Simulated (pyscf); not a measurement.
PySCF, gas phase, ωB97X-D3(BJ)/def2-SVP geometries. MP2 and CC: frozen core, UHF for open shells. ΔMP2 is the change of the MP2 total energy from the triple- to the quadruple-zeta basis.

### Question
For the elementary gas-phase step •O–OH (SMILES [O]O) + CH₃• (SMILES [CH3]) -> H₃C–O–O• (SMILES CO[O]) + H• (SMILES [H]) (triplet surface; H–O broken, C–O formed), what barrier and reaction energy does CCSD/def2-TZVPP give, measured from the separated reactants?

### Answer
ΔE‡ = 2.38 eV, ΔE = +0.90 eV. CCSD(T)/def2-TZVPP + ΔMP2(QZVPP) gives 2.06 eV and +0.81 eV. Zero-point energy shifts the barrier by +0.02 eV. It is an exchange of partners, with an imaginary mode of 1756i cm⁻¹. On the reactant side the descent ends in a complex, 0.18 eV under the separated species and 2.19 eV under the saddle at ωB97X-D3(BJ)/def2-TZVP. The same reactants have a lower exit, to H₃C–O• + OH• (barrier +1.04 eV at ωB97M-D3(BJ), against +1.97 eV here). •O–OH + CH₃• also meet on a surface of lower spin, which isn't treated here. H₃C–O–O• + H• also meet on a surface of lower spin, which isn't treated here. H₃C–O–O• lies 2.13 eV over its isomer HO–CH•–OH, and others may lie lower still (electronic energy, ωB97M-D3(BJ)). This is the saddle that the search found; another between the same sides may lie lower. The CCSD(T) − MP2 part came from Ansatz, without density fitting, on the same reference. An open-shell T1 diagnostic exceeds 0.045.
